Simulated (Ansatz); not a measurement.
Breaking a bond: SMILES O=CO (CH2O2). The C2–H5 bond (C2 also carries O, O; H5 carries nothing else) is pulled apart rigidly from the PBE0/def2-TZVP optimised geometry.

Calculation: restricted B3LYP/cc-pVTZ (Ansatz, a quantum-chemistry and plane-wave program).

The batch members p0 to p7 hold the bond at 0.87, 0.94, 1.00, 1.04, 1.05, 1.10, 1.14, 1.16 Å.

Ansatz input:

Ansatz 0.2 input:
```yaml
# input.yaml
basis:
  gaussian: { orbitals: cc-pvtz }
hamiltonian:
  xc: b3lyp
batch:
  members: [p0.yaml, p1.yaml, p2.yaml, p3.yaml, p4.yaml, p5.yaml, p6.yaml, p7.yaml]

# p4.yaml, one of the 8 members of this batch
crystal:
  periodic: [false, false, false]
  atoms:
    - { symbol: O, position_ang: [0.00012694, -1.25657063, -0.45121497] }
    - { symbol: C, position_ang: [0.0, 0.0, 0.0] }
    - { symbol: O, position_ang: [0.0, 0.97713828, -0.68653032] }
    - { symbol: H, position_ang: [0.00056693, -1.21485355, -1.41944731] }
    - { symbol: H, position_ang: [0.0, 0.0, 1.05] }
total_charge: 0
magnetization:
  spin_polarized: false
```

Lines of the output on each member:

```
Member 1: Total energy: -5165.28383531 eV, -189.8206797926 hartree
Member 0: Total energy: -5164.50358656 eV, -189.7920061796 hartree
Member 3: Total energy: -5165.76673656 eV, -189.8384260860 hartree
Member 2: Total energy: -5165.64275479 eV, -189.8338698402 hartree
Member 4: Total energy: -5165.78605986 eV, -189.8391362044 hartree
Member 5: Total energy: -5165.82467916 eV, -189.8405554374 hartree
Member 6: Total energy: -5165.79798481 eV, -189.8395744380 hartree
Member 7: Total energy: -5165.76920459 eV, -189.8385167847 hartree
```

The restricted form behind RKS-B3LYP keeps the bonding electrons paired and can't separate into open-shell fragments.
